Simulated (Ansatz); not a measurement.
## Ansatz (development build ahead of 0.2.0) run

```yaml
crystal:
  periodic: [false, false, false]
  atoms:
    - { symbol: C, position_ang: [1.34178, 0.01204, -0.00542] }
    - { symbol: C, position_ang: [0.67726, 1.1575, 0.00661] }
    - { symbol: C, position_ang: [-0.70496, 1.18358, 0.04464] }
    - { symbol: C, position_ang: [-1.36019, -0.03966, 0.00622] }
    - { symbol: C, position_ang: [-0.72809, -1.20628, -0.0374] }
    - { symbol: C, position_ang: [0.70315, -1.18584, -0.04596] }
    - { symbol: H, position_ang: [1.25205, 2.15229, -0.04831] }
    - { symbol: H, position_ang: [-1.19243, 2.1631, -0.00125] }
    - { symbol: H, position_ang: [-2.49838, -0.0193, 0.0423] }
    - { symbol: H, position_ang: [-1.22563, -2.11322, -0.03319] }
    - { symbol: H, position_ang: [1.24883, -2.18368, -0.03362] }
basis:
  gaussian: { orbitals: def2-SVP }
magnetization:
  spin_polarized: true
  initial_magnetization: 1
hamiltonian:
  xc: hf
```

The input is written out in the form of the current development build from the run's settings.

Output:

- Converged: yes
- Total energy: -229.87271 hartree
- Spin squared of the determinant: 1.272

Caution: the unrestricted determinant is spin contaminated.
